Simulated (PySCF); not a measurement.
**Electric properties by functional and basis**

E-2,4-pentadienenitrile, C5H5N.
Numbering: `[CH2:1]=[CH:2]/[CH:3]=[CH:4]/[C:5]#[N:6]` (hydrogens: H7, H8 on C1; H9 on C2; H10 on C3; H11 on C4)

PySCF, dipoles from the SCF density, polarisabilities from static response with core orbitals frozen. One conformer (not necessarily the lowest) at the PBE0-D3(BJ)/def2-SVP geometry, without solvent, vibrations or thermal averaging.

Problem. Compare the levels for these properties.

Solution. 

```csv
level,μ (D),α (Å³),anisotropy (Å³)
LDA/def2-SVPD,4.743,11.63,12.88
PBE/def2-SVPD,4.640,11.54,12.90
B3LYP/def2-SVPD,4.779,11.34,12.50
PBE0/def2-SVPD,4.786,11.21,12.30
BHandHLYP/def2-SVPD,4.944,11.06,12.03
CAM-B3LYP/def2-SVPD,4.827,11.09,11.91
wB97X-D/def2-SVPD,4.838,11.16,11.89
LC-wPBE/def2-SVPD,4.793,10.72,11.23
HF/def2-SVPD,5.200,10.95,11.83
PBE0/6-31G*,4.669,9.34,13.17
PBE0/def2-SVP,4.565,9.72,12.62
PBE0/def2-TZVP,4.786,10.92,12.80
```

The anisotropy is √(½[(α1 − α2)² + (α2 − α3)² + (α3 − α1)²]). The dipole runs from 4.56 D (PBE0/def2-SVP) to 5.20 D (HF/def2-SVPD). No reference polarisability is at hand; against PBE0 in the largest diffuse basis at hand (def2-SVPD) the other PBE0 rows deviate by 6-31G* -17%, def2-SVP -13%, def2-TZVP -3%. In one basis (def2-SVPD) the functionals order the polarisability from LC-wPBE (lowest) to LDA (highest), a spread of 8%. With PBE0 the polarisability is 9.99 Å³ without diffuse functions (mean of 6-31G*, def2-SVP and def2-TZVP) and 11.21 Å³ with them (def2-SVPD).
